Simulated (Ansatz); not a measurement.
# How far each method lies from RCCSDTQ for HSeN, singlet

Geometry: a PBE0/def2-TZVP stationary point for this spin, not checked as a minimum.

```xyz
3

N     0.0000    0.0874    1.4042
Se    0.0000   -0.0334   -0.2390
H     0.0000    1.4041   -0.7920
```

Basis cc-pVDZ; Ansatz 0.2.0. Only valence electrons are correlated (noble-gas cores and the filled d shells of p-block atoms frozen), which leaves 12 electrons in 31 orbitals. R marks a restricted (for open shells ROHF) determinant, U an unrestricted one. Active spaces: valence = (12e, 9o) chosen from the atoms' valence shells. No spin–orbit coupling is included, and no scalar relativity.

Full CI isn't at hand for all of this; RCCSDTQ serves as the reference, and is uncertain by about the last step of the cluster series. The frozen core follows each run's orbitals, which can shift R against U totals by a few meV for light atoms and by up to 0.1 eV past Ca.

- UHF ⟨S²⟩: 0.833
- T1 diagnostic (RCCSD): 0.0462
- largest doubles amplitude (RCCSD): 0.128

```csv
level,E − E(RHF) (eV)
RMP2,-7.3036
RCCSD,-8.1229
RCCSD(T),-8.4945
```

(1) Estimate how far RCCSDTQ in cc-pVDZ lies from RCCSD(T). The table doesn't fix it; the size of (T) and the diagnostics are the guide.

(1) RCCSDTQ in cc-pVDZ lies 58 meV below RCCSD(T), which is 15 % of the (T) step (-372 meV). T1 is raised, a doubles amplitude is large, RHF is unstable towards spin polarisation, but (T) still catches most of what CCSD lacks. The miss exceeds 1 kcal/mol.

The other levels:

| level | E − E(RCCSDTQ) (meV) | share of correlation (%) | wall time |
| --- | --- | --- | --- |
| CISD | 1216 | 85.78 | 1.1 s |
| BCCD(T) | 63 | 99.26 | 1.5 s |
| RCCSDT | 35 | 99.59 | – |
| RCCSDT(Q) | -10 | 100.11 | 6.5 s |
| CASSCF (valence space) | 5582 | 34.73 | – |
| NEVPT2 (valence space) | 1140 | 86.68 | 4.2 s |
| MRCISD (valence space) | 414 | 95.16 | – |
| MRCISD+Q (valence space) | 35 | 99.59 | 6 s |

The correlation energy at RCCSDTQ, counted from RHF, is -8.552 eV. That run took 30 s on 2 threads of AMD EPYC 7R13 with a shared H100 80 GB, shared host.

Run but not shown, since their state or frozen core can't be matched to the reference's or they repeat it: UHF, UMP2, UCCSD, UCCSD(T), UCCSDT, UCCSDT(Q), UCCSDTQ.

Times hold each run's SCF and search for its determinant on a shared host, so for small cases they say little of a method's own cost; they ran on 1 thread of AMD EPYC 7R13.

Natural occupations of CASSCF (valence space) about the gap: 1.994 1.988 1.959 1.954 1.922 0.094 0.048 0.043; effectively unpaired electrons, Σ n²(2−n)², 0.09.

Atomization energy (electronic, same basis, no zero-point term; atoms at the same level, unrestricted beside the R rows where the molecule is a closed shell, but restricted open-shell past Ca, as are all atoms' steps beyond CCSDT(Q)) at RCCSDTQ: 423.5 kJ/mol. Errors of other levels:

```csv
level,error (kJ/mol)
RHF,-354.7
RMP2,-33.9
CISD,-105.1
RCCSD,-36.1
RCCSD(T),-4.3
BCCD(T),-4.7
RCCSDT,-3.0
RCCSDT(Q),1.0
CASSCF (valence space),-61.0
NEVPT2 (valence space),-6.2
MRCISD (valence space),-26.9
MRCISD+Q (valence space),-8.9
```

This basis is far from its limit, so the value isn't to be set against a measured one. Truncated CI isn't size-consistent, which counts against it in atomization.
